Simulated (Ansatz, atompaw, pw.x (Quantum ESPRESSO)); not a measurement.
# From atom to crystal: PAW (atompaw) potential for tin

| Quantity | Value |
| --- | --- |
| Element | Sn (Z = 50) |
| Generator | atompaw 4.2.0.5 |
| Type | PAW |
| Functional | PBE |
| Relativity | scalar-relativistic |
| Frozen core | [Kr] 4d10 |
| Valence charge | 4 |
| Reference configuration | 5s2 5p2 |
| Partial waves | 5s (bound): rc 2.20 bohr; 5s channel at -0.2 Ry: rc 2.20 bohr; 5p (bound): rc 2.20 bohr; 5p channel at 1.4 Ry: rc 2.10 bohr |
| Local potential | ultrasoft scheme with l = 2 at 0 Ry, radius 2.00 bohr |
| Core correction | smooth core density matched at 1.55 bohr |
| Augmentation charge | gaussian compensation charge, radius 1.85 bohr; PAW radius 2.20 bohr; waves and projectors: custom polynom vanderbiltortho |

Atomic tests: cutoffs needed: 12 Ry and 18 Ry (the cutoffs (Ry, on a coarse ladder) from which the occupation-weighted sum of valence levels, in a spherical-Bessel basis at the reference potential, stays within 10 and 1 mRy of its value at 400 Ry); ghost test: no extra level below or beside the all-electron valence levels (s, p, d, f tested) (spherical-Bessel basis up to 400 Ry, 20 bohr box); lowest eigenvalue of the overlap operator: 0.18 (s channel).

Crystal test: diamond Sn in pw.x 7.5, no spin, 8³ k-points, Fermi–Dirac smearing 0.01 Ry, cutoffs 40/400 Ry. The reference is all-electron LAPW (Ansatz 0.2.0) with the same functional, mesh and smearing; V0 and B0 come from Birch–Murnaghan fits to the pressures at five volumes. Errors are pseudo minus all-electron; Δ is the rms difference of the E(V) curves that follow from these fits, minima aligned, over ±6 % about the mean V0. Mesh and smearing are coarse, so the numbers serve the comparison and aren't converged zero-temperature values; the lattice is a test structure that the element need not adopt.

All-electron: a0 = 6.661 Å (V0 = 36.95 Å³/atom), B0 = 35.1 GPa.

Task: How far does the potential miss the all-electron equation of state?

Result: mean pressure error (GPa): -0.46; a0 (Å): 6.633; a0 error (%): -0.43; B0 error (%): +3.9; Δ (meV/atom): 3.7.

| V (Å³/atom) | P all-electron (GPa) | P pseudo (GPa) |
| --- | --- | --- |
| 34.936 | 2.25 | 1.75 |
| 35.856 | 1.13 | 0.65 |
| 36.775 | 0.16 | -0.29 |
| 37.694 | -0.67 | -1.11 |
| 38.614 | -1.39 | -1.81 |

Task: At the middle volume, how do free energy and pressure move when the wave cutoff is lowered (ecutrho held at 400 Ry)?

Result:

```json
{"cutoff (Ry)": "18", "shift of F (meV/atom)": "+26.6", "shift of P (GPa)": "+0.09"}
{"cutoff (Ry)": "24", "shift of F (meV/atom)": "+8.4", "shift of P (GPa)": "-0.05"}
{"cutoff (Ry)": "32", "shift of F (meV/atom)": "+1.0", "shift of P (GPa)": "+0.01"}
```

The run at the middle volume (29 k-points, 13 iterations) took about 11 s on one core of a shared host (Intel(R) Xeon(R) 6975P-C, 192 threads, 378 GiB, load 21).
